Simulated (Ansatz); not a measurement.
**SiH₂: state-averaged CASSCF**

Calculated in Ansatz's Gaussian-basis code. State-averaged CASSCF with equal weights; occupations are averaged over the states; levels count from the state that is lowest in CASSCF. Solutions may break the symmetry of the shape. Lower solutions, or ones in other orbitals, may exist.

Geometry:

```xyz
3

Si    0.0000    0.0000   -0.1342
H     0.0000    1.0962    0.9391
H     0.0000   -1.0962    0.9391
```

Basis cc-pVDZ, nonrelativistic, 5 orbitals frozen in the corrections; active space CAS(6,6). Averaged: 2 singlets.

**Question.** Give the levels in order.

**Answer.** 

```tsv
state	CASSCF (eV)	SC-NEVPT2 (eV)
singlet	0.000	0.000
singlet	2.144	2.375
```

Occupations: 1.97, 1.96, 1.49, 0.51, 0.03, 0.03.
